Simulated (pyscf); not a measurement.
Structures and frequencies: ωB97X-D3(BJ)/def2-SVP in PySCF.

### Question
For H₂N–NH₂ (SMILES NN) + SiH₄ (SMILES [SiH4]) → H₂N–NH–SiH₃ (SMILES NN[SiH3]) + H₂ (SMILES [H][H]), a four-centre exchange (singlet surface; H–N, H–Si broken, N–Si, H–H formed), PBE/def2-TZVP gives ΔE‡ = 1.51 eV and ΔE = -0.15 eV (zero: the separated reactants). In which direction and how far do B3LYP-D3(BJ)/def2-TZVP, PBE0-D3(BJ)/def2-TZVP, ωB97M-D3(BJ)/def2-TZVP move these?

### Answer
B3LYP-D3(BJ): ΔE‡ = 1.72 eV, ΔE = -0.22 eV; PBE0-D3(BJ): ΔE‡ = 1.59 eV, ΔE = -0.17 eV; ωB97M-D3(BJ): ΔE‡ = 1.73 eV, ΔE = -0.19 eV. PBE's barrier lies under all of them, by 0.07 to 0.21 eV. Its reaction energy lies over all of them, by 0.02 to 0.07 eV. At the saddle there is also a short H–Si contact that neither side keeps. H₂N–NH–SiH₃ lies 2.49 eV over its isomer H₂N–SiH₂–NH₂ (electronic energy, ωB97M-D3(BJ)/def2-TZVP). This is the saddle that the search found; another between the same sides may lie lower.
